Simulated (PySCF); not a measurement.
FLi, SMILES [Li][F] (connectivity only; charge and spin as stated), charge +1, multiplicity 2. Atoms are numbered in the order given.

```xyz
2

Li     0.0000     0.0000    -1.5324
F      0.0000     0.0000     0.5108
```
Charge +1, spin multiplicity 2.

Geometry optimised at B3LYP-D3(BJ)/def2-TZVPD. The multiplicity is an assumed one; other spin states were not compared.

Method: B3LYP/def2-TZVPD in PySCF.

Mulliken values depend strongly on the basis, most of all with diffuse functions as here. ESP charges are fitted to the potential on shells at 1.4 to 2.0 van der Waals radii. Atomic charges (e):

```tsv
atom	meta-Löwdin	ESP fit	Mulliken	Mulliken spin
Li1	?	0.93	0.98	0.00
F2	?	0.07	0.02	1.00
```

**Question.** Some entries are withheld; supply them. (The exact figures need the calculation; the answer reports its results.)

**Answer.** 
- Li1, meta-Löwdin: 0.96
- F2, meta-Löwdin: 0.04
